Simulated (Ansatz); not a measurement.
**PBE/6-311+G(d,p) run of CH5BO (SMILES CBO)**

What is the vertical ionisation energy of CH5BO at PBE/6-311+G**? 

Program for the calculation: Ansatz 0.2.0.

57 further runs of the same task are left out: 57 set aside as unsound or not needed.

### 1 Starting point

CH5BO has 8 atoms, charge 0, and is taken as a singlet. SMILES: `CBO`. The shape is that of a PBE0-D4/def2-TZVP optimisation. This is one conformer, not always the lowest.

Bond lengths: C1–B2 1.559 Å, B2–O3 1.357 Å, C1–H4 1.092 Å, C1–H5 1.096 Å, C1–H6 1.096 Å, B2–H7 1.207 Å, O3–H8 0.960 Å. Angles: C1–B2–O3 119.4°, C1–B2–H7 121.8°, O3–B2–H7 118.7°, B2–C1–H4 113.4°, B2–C1–H5 110.2°, B2–C1–H6 110.2°, B2–O3–H8 113.1°, H4–C1–H5 108.7°, H4–C1–H6 108.7°, H5–C1–H6 105.3°.

### 2 A single-point energy at PBE/6-311+G(d,p)

The input, molecule.yaml:

```yaml
crystal:
  periodic: [false, false, false]
  atoms:
    - symbol: C
      position_ang: [-0.618600, 0.710300, -0.324600]
    - symbol: B
      position_ang: [0.508800, -0.240100, 0.180200]
    - symbol: O
      position_ang: [0.240700, -1.558300, 0.355600]
    - symbol: H
      position_ang: [-1.568300, 0.201200, -0.499400]
    - symbol: H
      position_ang: [-0.308500, 1.205100, -1.251900]
    - symbol: H
      position_ang: [-0.780500, 1.520100, 0.395700]
    - symbol: H
      position_ang: [1.620500, 0.163100, 0.420800]
    - symbol: H
      position_ang: [0.998200, -2.058400, 0.667700]
basis:
  gaussian: {orbitals: 6-311+G_st__st_.json}
output: {orbitals: {seedname: orbitals}}
accuracy: high
hamiltonian: {xc: {name: PBE}}
```

The basis set 6-311+G** is read from a file made from the Basis Set Exchange's data (not shown).

On the command line:

```sh
$ ansatz run molecule.yaml --threads 1 --pin off --max-ram 3480MiB --events-out events.jsonl --progress --plain --runs-dir runs
```

Output:

```text
Warning: RAYON_NUM_THREADS=1 ignored (pool sized by the plan → 1); use --threads N
Functional definition: PBE
  name "PBE"
  parameter kappa = 0.804
  parameter beta = 0.06672455060314922
  exchange = pbe_x(kappa = kappa, mu = beta*pi^2/3)
  correlation = pbe_c(beta = beta)
1917 factors; integrals over basis functions are off by at most 3.6e-9 eV
mean field evaluation 1: about -3826.6154 eV, gradient 8.0e1 eV
mean field evaluation 2: about -3796.3675 eV, gradient 1.4e2 eV
mean field evaluation 4: about -3839.1095 eV, gradient 1.2e1 eV
mean field evaluation 8: about -3839.4026 eV, gradient 9.7e-2 eV
mean field evaluation 16: about -3839.4026 eV, gradient 1.4e-6 eV
mean field -3839.40258668 eV, -141.0954426200 hartree, gradient 6.0e-9 eV, S^2 0.000000; 0 other end points of the search recorded, 0 dependent functions left out
reference -3839.40259291 eV, -141.0954428488 hartree; 12, 12 occupied and 84, 84 virtual orbitals, 1917 factors
Total energy: -3839.40259291 eV, -141.0954428488 hartree
```

Wall time 5.7 s (1 thread of Arm Neoverse V1, shared host); peak memory 0.23 GiB.

### 3 The doublet cation

The input, in.yaml:

```yaml
crystal:
  periodic: [false, false, false]
  atoms:
    - symbol: C
      position_ang: [-0.618600, 0.710300, -0.324600]
    - symbol: B
      position_ang: [0.508800, -0.240100, 0.180200]
    - symbol: O
      position_ang: [0.240700, -1.558300, 0.355600]
    - symbol: H
      position_ang: [-1.568300, 0.201200, -0.499400]
    - symbol: H
      position_ang: [-0.308500, 1.205100, -1.251900]
    - symbol: H
      position_ang: [-0.780500, 1.520100, 0.395700]
    - symbol: H
      position_ang: [1.620500, 0.163100, 0.420800]
    - symbol: H
      position_ang: [0.998200, -2.058400, 0.667700]
basis:
  gaussian:
    orbitals: 6-311+G_st__st_.json
total_charge: 1
magnetization:
  spin_polarized: true
  initial_magnetization: 1
hamiltonian:
  xc: {name: PBE}
accuracy: high
output: {orbitals: {seedname: orbitals}}
```

The basis set 6-311+G** is read from a file made from the Basis Set Exchange's data (not shown).

On the command line:

```sh
$ ansatz run in.yaml --threads 1 --pin off --max-ram 3480MiB --events-out events.jsonl --progress --plain --runs-dir runs
```

Output:

```text
Warning: RAYON_NUM_THREADS=1 ignored (pool sized by the plan → 1); use --threads N
Functional definition: PBE
  name "PBE"
  parameter kappa = 0.804
  parameter beta = 0.06672455060314922
  exchange = pbe_x(kappa = kappa, mu = beta*pi^2/3)
  correlation = pbe_c(beta = beta)
1917 factors; integrals over basis functions are off by at most 3.6e-9 eV
mean field evaluation 1: about -3804.2316 eV, gradient 8.0e1 eV
mean field evaluation 2: about -3708.2395 eV, gradient 1.5e2 eV
mean field evaluation 4: about -3826.0786 eV, gradient 2.2e1 eV
mean field evaluation 8: about -3828.6334 eV, gradient 1.1e-1 eV
mean field evaluation 16: about -3828.6281 eV, gradient 7.0e-5 eV
mean field evaluation 32: about -3827.9662 eV, gradient 2.8e0 eV
mean field -3828.62813201 eV, -140.6994887138 hartree, gradient 4.3e-8 eV, S^2 0.752389; 2 other end points of the search recorded, 0 dependent functions left out
reference -3828.62813874 eV, -140.6994889613 hartree; 12, 11 occupied and 84, 85 virtual orbitals, 1917 factors
Total energy: -3828.62813874 eV, -140.6994889613 hartree
```

Run time: 9.3 s. Hardware: 1 thread of Arm Neoverse V1, shared host; peak memory 0.28 GiB.

### 4 Outcome

Level: PBE/6-311+G**.

```
                                          quantity          value
                       singlet CH5BO: total energy  -141.09544 Eh
                        singlet CH5BO: HOMO energy       -7.14 eV
                        singlet CH5BO: LUMO energy       -0.90 eV
                      singlet CH5BO: HOMO–LUMO gap        6.24 eV
                      doublet cation: total energy  -140.69949 Eh
doublet cation: HOMO energy (highest over α and β)      -15.57 eV
 doublet cation: LUMO energy (lowest over α and β)      -14.43 eV
                              doublet cation: ⟨S²⟩          0.752
vertical ionisation energy (to the doublet cation)      10.774 eV
```

In words: Removing an electron at fixed nuclei costs 10.77 eV (248 kcal/mol). The negative HOMO energy of the first species, 7.14 eV, lies 3.64 eV below that difference.
